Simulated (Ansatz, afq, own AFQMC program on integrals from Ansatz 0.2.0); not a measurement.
CHSi, quartet → CHSi⁺, quintet

```xyz
3

Si    0.0000   -0.0832    0.5272
C     0.0000    0.0762   -1.3058
H     0.0000    1.4109    0.8685
```

Connectivity, by distances: SiH–C.

E(quintet, charge +1) − E(quartet, charge +0) at this geometry, on UHF and UHF determinants.

Basis cc-pVDZ. Only valence electrons are correlated. Integrals, coupled cluster, full CI and functionals: Ansatz 0.2.0; the random walks run on the same integrals in our own AFQMC program. The CISD trial takes its coefficients from CCSD amplitudes. Released means that phaseless walkers are propagated on without the constraint, phases kept. Uncertainties: one standard error, sampling alone. The errors of all members are added in quadrature.

No full CI on the walks' own integrals is used here; CCSDTQ serves as the reference and is uncertain by about the last step of the cluster series. Each member takes its own surest rung, up to full CI.

Errors are counted within cc-pVDZ, not against nature.

Cautions: CHSi (quartet): another spin lies lower, an unrestricted solution with more broken spin lies lower, raised T1 diagnostic (T1 0.048, weight of the determinant 0.84, largest double 0.09), the ph-AFQMC/CISD walk drifts between its halves (2.5 errors), released walk and highest rung disagree (by 12 meV at 2.40 1/Eh), its ph-AFQMC/CISD value lies 28 ± 3 meV above CCSDTQ; CHSi⁺ (quintet): another spin lies lower, the released energies are still falling, so no released level is given (meV from the phaseless value at times in 1/Eh: -3.9 ± 2.3 at 0.24, -7.6 ± 2.0 at 0.51, -10.0 ± 1.6 at 0.99, -18 ± 5 at 1.62, -176 ± 159 at 2.40), though the last usable value meets CCSDTQ within the noise, its ph-AFQMC/CISD value lies 17.5 ± 2.0 meV above CCSDTQ; this isn't the first ionization; core correlation is missing, and it shifts such a gap most where an s electron is promoted.

```json
{"level": "HF", "vertical ionization energy (kJ/mol)": "826.5"}
{"level": "MP2", "vertical ionization energy (kJ/mol)": "907.3"}
```

Problem. From these cheaper values, estimate the vertical ionization energy at the reference level in cc-pVDZ.

Solution. 936.6 kJ/mol (CCSDTQ in cc-pVDZ).

| level | vertical ionization energy (kJ/mol) | error against CCSDTQ (kJ/mol) |
| --- | --- | --- |
| CCSD | 929.7 | -6.9 |
| CCSD(T) | 934.5 | -2.1 |
| CCSDT | 936.1 | -0.5 |
| CCSDT(Q) | 936.6 | 0.0 |
| ph-AFQMC/CISD | 935.6 ± 0.4 | -1.0 ± 0.4 |

Correlation beyond CCSD(T) adds 2.1 kJ/mol. The perturbative (T) step is worth +4.8 kJ/mol.

CCSDT and higher add their correlation energy to the determinant of the CCSD(T) run, since their own runs factorise the integrals more tightly (a shift of under 2 meV). A walk keeps the symmetry of its determinant, which the program's search chose and which needn't be the lowest solution, so a lower state of the same spin and another symmetry isn't excluded.
